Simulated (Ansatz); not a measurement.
A made-up structure of AlSiNH₄, closed shell:

```xyz
7
angstrom
Al 1.3648 -0.3838 0.8076
N 0.0493 -0.0160 0.0294
Si -1.4156 0.3973 -0.8377
H -1.3478 0.6454 -2.2342
H -2.6425 0.4771 -0.1273
H 2.2839 0.6342 1.4628
H 1.8770 -1.8019 0.9995
```

It is relaxed with PBE-D4/def2-SVP and then PBE0-D4/def2-TZVP (Ansatz 0.2.0). Atoms count as bonded within 1.22 times the sum of their covalent radii (H–H: 0.88 Å). The end point is not checked to be a true minimum.

(1) Does its bonding change? (A judgement: the text doesn't fix the answer.)

Results:

(1) By the calculation: No: no bond forms or breaks.

Where it ends: The first stage lowers the energy by 1.33 eV in 5 steps. It ends as AlSiNH₄ ([AlH2][N][SiH2]):
```xyz
7
angstrom
Al 1.4396 -0.4045 0.8520
N -0.0260 0.0064 -0.0151
Si -1.3408 0.3765 -0.7934
H -1.3976 0.6603 -2.2494
H -2.6809 0.4857 -0.1644
H 2.3141 0.7560 1.4876
H 1.8605 -1.9281 0.9829
```

Labels in which every atom is bracketed show which atoms are joined, not bond orders.

For scale, one of the runs: PBE0-D4/def2-TZVP relaxation, 129 basis functions, launched by `ansatz run in.yaml --threads 2 --pin off --events-out ev --progress --plain --max-ram 4352MiB`. Hardware: 2 CPU threads of an Arm Neoverse V2, shared host. Wall time about 9.5 s.
